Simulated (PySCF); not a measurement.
Predicted microwave data (PBE0-D3(BJ)/def2-SVP geometry optimisation, gas phase in PySCF) for one isomer of C4H5PS:

```
Rotational constants : A = 2998, B = 2188, C = 1411 MHz
Dipole components    : |μa| = 3.48 D, |μb| = 2.25 D, |μc| = 0.00 D
Inertial defect      : -41.37 u·Å²
κ                    : -0.02
```

**Question.** Which structure is it? (One computed conformer of each.)
A. `S=[PH]1C=CC=C1`
B. `C#CP1(=S)CC1`

**Answer.** B. It is C#CP1(=S)CC1, an asymmetric top, point group Cs. The candidates at the same level (rigid rotor, commonest isotopes):

| SMILES | A (MHz) | B (MHz) | C (MHz) | μa (D) | μb (D) | μc (D) | Δ (u·Å²) | point group | rotor |
| --- | --- | --- | --- | --- | --- | --- | --- | --- | --- |
| S=[PH]1C=CC=C1 | 5869 | 1710 | 1457 | 4.38 | 0.00 | 1.11 | -34.81 | Cs | asymmetric top |
| C#CP1(=S)CC1 | 2998 | 2188 | 1411 | 3.48 | 2.25 | 0.00 | -41.37 | Cs | asymmetric top |

`S=[PH]1C=CC=C1` has A 96 % too high. In the right answer the mirror of this Cs structure is the ab plane, so μc vanishes by symmetry. No structure here is proved a minimum.
